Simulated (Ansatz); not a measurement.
We consider Li2SrSiO4 (P3₁21, No. 152; cell taken from a computed entry), described by PBE0 (Ansatz, an electronic-structure program, PAW).

Settings: plane-wave cutoff 460 eV, 6×6×2 k mesh (along the axes of the cell as run), Fermi–Dirac smearing 0.01 eV, scalar-relativistic PAW data made under PBE.

Cell (relaxed with PBEsol):

```
CELL_PARAMETERS angstrom
      5.00458     0.00000     0.00000
     -2.50229     4.33410     0.00000
      0.00000     0.00000    12.40159
ATOMIC_POSITIONS crystal
  Li 0.66438 0.59111 0.74565
  Li 0.40889 0.07327 0.07898
  Li 0.92673 0.33562 0.41231
  Li 0.59111 0.66438 0.25435
  Li 0.07327 0.40889 0.92102
  Li 0.33562 0.92673 0.58769
  Sr 0.41979 0.00000 0.83333
  Sr 0.00000 0.41979 0.16667
  Sr 0.58021 0.58021 0.50000
  Si 0.27773 0.00000 0.33333
  Si 0.00000 0.27773 0.66667
  Si 0.72227 0.72227 0.00000
  O  0.54863 0.51302 0.10719
  O  0.48698 0.03561 0.44052
  O  0.96439 0.45137 0.77385
  O  0.51302 0.54863 0.89281
  O  0.03561 0.48698 0.55948
  O  0.45137 0.96439 0.22615
  O  0.07028 0.76156 0.99623
  O  0.23844 0.30872 0.32956
  O  0.69128 0.92972 0.66290
  O  0.76156 0.07028 0.00377
  O  0.30872 0.23844 0.67044
  O  0.92972 0.69128 0.33710
```

Q: Predict the band gap and smallest direct gap on the k points sampled.

A: 
- band gap: 7.24 eV (on the SCF k mesh)
- smallest direct gap on the k points sampled: 7.48 eV

Note: cell and atoms aren't relaxed at this level (largest force component 0.43 eV/Å, pressure -0.5 GPa).

Spin–orbit coupling is not included.

Computed values are for the static lattice.
